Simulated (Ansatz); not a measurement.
# AlH2O: the cost of one run

The runs use Ansatz 0.2.0, Gaussian basis; def2-QZVPP, core rule «outside noble gas», up to 6 orbitals frozen.

The runs, in order: UHF; ROHF; CCSD(T) on UHF.

2 further runs of the same task are left out: 2 set aside as unsound or not needed.

### Step 1. The system

The geometry is a PBE0/def2-TZVP stationary point (not a proven minimum) of the parent state, kept for this charge and spin.

4 atoms, charge 0, spin multiplicity 4.

Atoms are counted from 1 here; the program's logs count them from 0.

Bond lengths: Al1–O2 1.700 Å, Al1–H3 1.613 Å, O2–H4 0.957 Å. Angles: O2–Al1–H3 118.4°, Al1–O2–H4 124.9°.

### Step 2. UHF

The input, in.yaml:

```yaml
crystal:
  periodic: [false, false, false]
  atoms:
    - {symbol: Al, position_ang: [0.000000, -0.079020, 0.634433]}
    - {symbol: O, position_ang: [0.000000, 0.000201, -1.063260]}
    - {symbol: H, position_ang: [0.000000, 1.302005, 1.467317]}
    - {symbol: H, position_ang: [0.000000, 0.810086, -1.572931]}
basis:
  gaussian: {orbitals: "def2-QZVPP.json"}
magnetization: {spin_polarized: true, initial_magnetization: 3}
hamiltonian: {xc: hf}
output: {orbitals: {seedname: orbitals}}
```

Launch:

```console
$ ansatz run in.yaml --threads 1 --pin off --events-out ev --progress --plain --max-ram 2393MiB
```

What time and memory should one allow on 1 thread of Arm Neoverse V2, shared host?

About 14 s, with a peak of 0.36 GiB.
